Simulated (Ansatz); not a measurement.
```yaml
crystal:
  periodic: [false, false, false]
  atoms:
    - {symbol: Mn, position_ang: [0.000000, 0.000000, 0.000000]}
    - {symbol: Ge, position_ang: [0.000000, 0.000000, 2.590000]}
basis:
  gaussian: {orbitals: def2-TZVP}
total_charge: 1
hamiltonian: {xc: pbe0}
relax: {f_tol: 0.004, max_steps: 80}
```

```sh
$ ansatz run in.yaml --threads 1 --pin off --events-out ev --progress --plain --max-ram 2176MiB
```

Steps of the relaxation (energy above the last step; positions in Å, forces in eV/Å):

```
2
step 1, 373.6 meV
Mn    0.000    0.000    0.000    0.000    0.000    1.759
Ge    0.000    0.000    2.590    0.000    0.000   -1.759
```

```
2
step 2, 34.0 meV
Mn    0.000    0.000    0.129    0.000    0.000    0.696
Ge    0.000    0.000    2.461    0.000    0.000   -0.696
```

```
2
step 3, 5.9 meV
Mn    0.000    0.000    0.194    0.000    0.000   -0.322
Ge    0.000    0.000    2.396    0.000    0.000    0.322
```

```
2
step 4, 0.0 meV
Mn    0.000    0.000    0.177    0.000    0.000   -0.018
Ge    0.000    0.000    2.413    0.000    0.000    0.018
```

```
2
step 5, 0.0 meV
Mn    0.000    0.000    0.176    0.000    0.000    0.000
Ge    0.000    0.000    2.414    0.000    0.000    0.000
```

Close pairs at the end: Mn1–Ge2 2.239 Å.

A stationary point of restricted PBE0 after 5 steps (its stability towards spin polarisation wasn't tested). 21 s on 1 thread of Arm Neoverse V2, shared host.
